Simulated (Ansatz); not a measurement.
# Relative stability

Two relaxed structures of SiH$_{2}$S, closed shell (PBE0-D4/def2-TZVP; forces vanish, vibrations not checked).

A:

Si1  (-0.051, 0.008, -0.027)
S2  (1.647, -0.250, 0.871)
H3  (-1.250, -0.850, 0.154)
H4  (-0.346, 1.092, -0.998)
(Å)

B:

```
4
angstrom
Si -0.1774 -0.2191 -0.1394
S 1.4266 -0.8138 1.1282
H 2.2286 0.2633 1.0770
H 0.4209 1.1457 -0.4572
```

Program: Ansatz 0.2.0. Basis: def2-TZVPP. Cores are frozen in the correlated methods. B3LYP uses VWN-RPA correlation.

Task: Which structure is lower at CCSD(T), and by how much? (An estimate is asked for; the value comes from the calculation.)

Result: The calculation gives: A, by 0.580 eV (electronic energy, against the other). By their contacts, A is SiH₂S ([SiH2][S]) and B is SiH₂S ([SiH][SH]).

All methods give the same order:

| method | E(B) − E(A) (eV) |
| --- | --- |
| PBE-D4 | 0.533 |
| r2SCAN-D4 | 0.681 |
| PBE0-D4 | 0.567 |
| B3LYP-D4 | 0.562 |
| wB97M-V | 0.504 |
| HF | 0.615 |
| MP2 | 0.733 |
| CCSD | 0.553 |
| CCSD(T) | 0.580 |

The T1 diagnostic stays at or below 0.018. The restricted Hartree–Fock reference is unstable towards an unrestricted one at one or more of these structures.

Labels in which every atom is bracketed show which atoms are joined, not bond orders.

For scale, one of the runs: CCSD(T)/def2-TZVPP, 112 basis functions, launched by `ansatz run in.yaml --threads 2 --pin off --events-out ev --progress --plain --max-ram 4352MiB`. The run took about 1.6 s on 2 CPU threads of an Arm Neoverse V1 (shared host).
